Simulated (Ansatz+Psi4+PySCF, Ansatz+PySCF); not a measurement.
Two shapes of triplet SiH2.

Shape 1:

```xyz
3

Si   -0.0048    0.0081    0.0915
H     0.0017    1.2740   -0.6737
H     0.0015   -1.2807   -0.6685
```

Shape 2:

```xyz
3

Si    0.0000    0.0000    0.0778
H     0.0000    1.2289   -0.6555
H     0.0000   -1.2289   -0.6555
```

Basis set: cc-pVTZ on H; cc-pV(T+d)Z on Si (spherical functions). Frozen core: 5 orbitals. Correlation on ROHF uses semicanonical orbitals with singles. Charge 0, multiplicity 3.

Computed with Ansatz (development build ahead of 0.2.0) and Psi4 1.11 and PySCF 2.14.0; each method stands on the lowest determinant of its kind that the runs found.

(1) Which shape is lower in energy, and by how much in each method?

Answers

(1)

| method | E(2) − E(1) (eV) |
| --- | --- |
| ROHF | 0.026 |
| ROHF-MP2 | 0.030 |
| UHF-CCSD | 0.043 |
| ROHF-CCSD(T) | 0.047 |
| UHF-CCSD(T) | 0.046 |

Shape 1 is lower. Caution: another spin multiplicity may lie lower.
